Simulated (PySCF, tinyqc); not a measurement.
Coupled-perturbed Hartree-Fock on RHF in the sto-3g basis, for BH, spin multiplicity 1, step by step. The lowest restricted solution is unstable here: a spin-polarised one lies 0.0049 hartree lower (PySCF). One step of it, computed by the program tinyqc.

Question. Coupled step 1. U_ai = -(mu_ai + sum_bj [4 (ai|bj) - (ab|ij) - (aj|bi)] U_bj) / (e_a - e_i); alpha = -4 sum U_ai mu_ai.

uncoupled U, order a4, a5, a6:
```
[[-0.015455, -1.213981, 0.786821],
 [-0.000294, -0.023087, 0.014964],
 [0.000000, 0.000000, 0.000000]]
```

dipole integrals <a|y|i> (bohr), order a4, a5, a6:
```
[[0.117910, 0.873602, -0.381751],
 [0.002242, 0.016614, -0.007260],
 [0.000000, 0.000000, 0.000000]]
```

orbital energies (hartree): [-7.379700, -0.470213, -0.235777, 0.249404, 0.249404, 0.382202]

Two-electron integrals over orbitals (pq|rs), unique and non-zero (hartree):
```
(11|11) 2.892993    (21|11) -0.286147   (21|21) 0.044953    (22|11) 0.645592
(22|21) -0.011849   (22|22) 0.473159    (31|11) 0.146337    (31|21) -0.021764
(31|22) 0.011201    (31|31) 0.019420    (32|11) -0.138586   (32|21) 0.007795
(32|22) 0.002114    (32|31) 0.007287    (32|32) 0.118221    (33|11) 0.555417
(33|21) -0.008359   (33|22) 0.432557    (33|31) -0.002652   (33|32) -0.004000
(33|33) 0.471194    (41|41) 0.021595    (42|41) 0.024197    (42|42) 0.087430
(43|41) -0.012342   (43|42) -0.039952   (43|43) 0.034696    (44|11) 0.742017
(44|21) -0.010538   (44|22) 0.479938    (44|31) 0.005045    (44|32) -0.076841
(44|33) 0.425165    (44|44) 0.586773    (51|51) 0.021595    (52|51) 0.024197
(52|52) 0.087430    (53|51) -0.012342   (53|52) -0.039952   (53|53) 0.034696
(54|54) 0.031630    (55|11) 0.742017    (55|21) -0.010538   (55|22) 0.479938
(55|31) 0.005045    (55|32) -0.076841   (55|33) 0.425165    (55|44) 0.523513
(55|55) 0.586773    (61|11) -0.092915   (61|21) 0.016442    (61|22) 0.002588
(61|31) 0.003261    (61|32) 0.016196    (61|33) -0.010985   (61|44) -0.003232
(61|55) -0.003232   (61|61) 0.020215    (62|11) 0.142372    (62|21) -0.003010
(62|22) 0.054973    (62|31) 0.012852    (62|32) -0.016159   (62|33) -0.023657
(62|44) 0.078985    (62|55) 0.078985    (62|61) 0.012793    (62|62) 0.091353
(63|11) 0.175257    (63|21) -0.004023   (63|22) 0.028725    (63|31) -0.003776
(63|32) -0.111367   (63|33) 0.007460    (63|44) 0.097453    (63|55) 0.097453
(63|61) -0.008653   (63|62) 0.057494    (63|63) 0.144445    (64|41) 0.007377
(64|42) 0.027415    (64|43) 0.003426    (64|64) 0.025986    (65|51) 0.007377
(65|52) 0.027415    (65|53) 0.003426    (65|65) 0.025986    (66|11) 0.607837
(66|21) -0.007411   (66|22) 0.475213    (66|31) 0.011836    (66|32) 0.053405
(66|33) 0.465358    (66|44) 0.440538    (66|55) 0.440538    (66|61) 0.007899
(66|62) 0.022029    (66|63) -0.026564   (66|66) 0.533920
```

Give: U after step 1; polarisability.

Answer.

U after step 1, order a4, a5, a6:
```
[[0.0007, -1.5323, 1.1985],
 [0.0000, -0.0291, 0.0228],
 [0.0000, 0.0000, 0.0000]]
```

polarisability = 7.1870 bohr^3
